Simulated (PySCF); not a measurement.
**Solver options tried on SO (triplet)**

Aim: find out which solver settings change the answer for SO (triplet).

Method: each script names its method and basis; program: PySCF 2.14.0.

4 further runs of the same task are left out: 4 that didn't finish.

### 1 The system as given

SO (triplet): 2 atoms, charge 0, spin multiplicity 3.

Bond lengths: S1–O2 1.823 Å.

### 2 The base run

Contents of input.py:

```python
from pyscf import gto, scf, mp

mol = gto.M(
    atom='S 0 0 0; O 0 0 1.823',
    basis='ano-rcc-vdzp',
    charge=0,
    spin=2,
    symmetry=True,
    verbose=4,
)
mf = scf.UHF(mol)
mf = mf.sfx2c1e()
mf = mf.newton()
mf.kernel()
mp.MP2(mf, frozen=6).kernel()
mf.dip_moment()
print('orbital energies (hartree):', [e[max(0, n-3):n+3].round(4) for e, n in zip(mf.mo_energy, mol.nelec)])
```

Command:

```
$ python input.py
```

The log of this run is left out.

In short: E(SCF) = -473.448876 Eh, 5 macro-iterations, E(MP2) − E(SCF) = -0.30457 Eh, ⟨S²⟩ = 2.126, μ = 0.99 D (of the SCF density).

The bond length is a typed value, not an optimised one. The triplet is typed in the script; nothing here shows that it is the ground state.

### 3 Convergence threshold 1e-05 hartree

Edit 1 changes convergence threshold: default → 1e-05 hartree.

Contents of input.py:

```python
from pyscf import gto, scf, mp

mol = gto.M(
    atom='S 0 0 0; O 0 0 1.823',
    basis='ano-rcc-vdzp',
    charge=0,
    spin=2,
    symmetry=True,
    verbose=4,
)
mf = scf.UHF(mol)
mf = mf.sfx2c1e()
mf.conv_tol = 1e-05
mf = mf.newton()
mf.kernel()
mp.MP2(mf, frozen=6).kernel()
mf.dip_moment()
print('orbital energies (hartree):', [e[max(0, n-3):n+3].round(4) for e, n in zip(mf.mo_energy, mol.nelec)])
```

Command:

```
$ python input.py
```

### 4 Damping 0.2

Edit 2 changes damping: none → 0.2.

input.py, as its differences from that of step 2:

```diff
@@ -12,2 +12,4 @@
 mf = mf.sfx2c1e()
+mf.damp = 0.2
+mf.diis_start_cycle = 8
 mf = mf.newton()
```

### 5 Level shift -0.2 hartree

Edit 3 changes level shift: none → -0.2 hartree.

input.py, as its differences from that of step 2:

```diff
@@ -12,2 +12,3 @@
 mf = mf.sfx2c1e()
+mf.level_shift = -0.2
 mf = mf.newton()
```

### 6 Initial guess sap

Edit 4 changes initial guess: minao → sap.

input.py, as its differences from that of step 2:

```diff
@@ -12,2 +12,3 @@
 mf = mf.sfx2c1e()
+mf.init_guess = 'sap'
 mf = mf.newton()
```

What does the calculation give? Wanted: for each run, E(SCF); from base; gap, α spin; SCF dipole; after the SCF.

As calculated:

```tsv
run	E(SCF) (hartree)	from base (eV)	cycles	gap, α spin (eV)	SCF dipole (D)	after the SCF
base	-473.448876	0	5 macro	13.36	0.99	MP2 correlation -8.288 eV, core frozen
convergence threshold 1e-05 hartree	-473.448871	+0.0001	4 macro	13.38	1.02	MP2 correlation -8.306 eV, core frozen
damping 0.2	-473.448876	0.0000	5 macro	13.36	0.99	MP2 correlation -8.288 eV, core frozen
level shift -0.2 hartree	-473.448876	0.0000	5 macro	13.36	0.99	MP2 correlation -8.288 eV, core frozen
initial guess sap	-473.448876	0.0000	6 macro	13.36	0.99	MP2 correlation -8.288 eV, core frozen
```

Distance from each run's final energy (log10 hartree) by cycle:

```tsv
run	cycle 1	cycle 2	cycle 3	cycle 5	cycle 8	cycle 12
base	-2.0	-2.6	-5.7	< -11	done	done
convergence threshold 1e-05 hartree	-2.0	-2.6	-5.5	done	done	done
damping 0.2	-2.0	-2.6	-5.7	< -11	done	done
level shift -0.2 hartree	-2.0	-2.6	-5.7	< -11	done	done
initial guess sap	-0.8	-1.8	-3.3	< -11	done	done
```

The SCF energy stays the same, to the digits that matter, with damping 0.2 or level shift -0.2 hartree or initial guess sap. The cycles with damping 0.2 or level shift -0.2 hartree repeat those of the base digit for digit, so the setting never acted.
